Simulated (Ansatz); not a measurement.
This geometry of CH$_{4}$SSi (7 atoms, charge 0, multiplicity 1) is a first-order saddle point.

Computed with Ansatz 0.2.0, RKS B3LYP-D4/def2-SVP.

```xyz
7
Properties=species:S:1:pos:R:3
C -0.713 0.533 -0.269
S -0.087 -0.048 1.374
Si 1.888 -0.545 0.500
H -1.649 1.070 -0.060
H -0.022 1.238 -0.760
H -0.932 -0.307 -0.945
H 1.576 -2.007 0.114
```

**Question.** Which two structures does it join? (They come from a converged band through this point; their orientation in space is the band's.)

**Answer.** No bond is made or broken. The dihedral C1–S2–Si3–H7 goes from -180 to 0°.

Initial state:

```xyz
7
Properties=species:S:1:pos:R:3
C -0.823 0.675 -0.322
S 0.018 -0.404 0.910
Si 1.745 -1.116 -0.110
H -1.728 1.073 0.157
H -0.173 1.510 -0.615
H -1.109 0.098 -1.212
H 2.131 -1.904 1.145
```

Final state:

```xyz
7
Properties=species:S:1:pos:R:3
C -0.676 0.547 -0.251
S -0.267 -0.375 1.288
Si 1.549 -1.460 1.006
H -1.613 1.094 -0.073
H 0.125 1.260 -0.490
H -0.812 -0.152 -1.087
H 1.755 -0.983 -0.440
```

**Question.** How far does it lie above each of them?

**Answer.** 21.5 kcal/mol above the first and 19.4 kcal/mol above the second. This is the barrier of this one path; another mechanism may lie lower.

Time of the run: 2.5 min on 1 thread of Arm Neoverse V2, with other jobs on the host, peak memory 0.24 GiB.
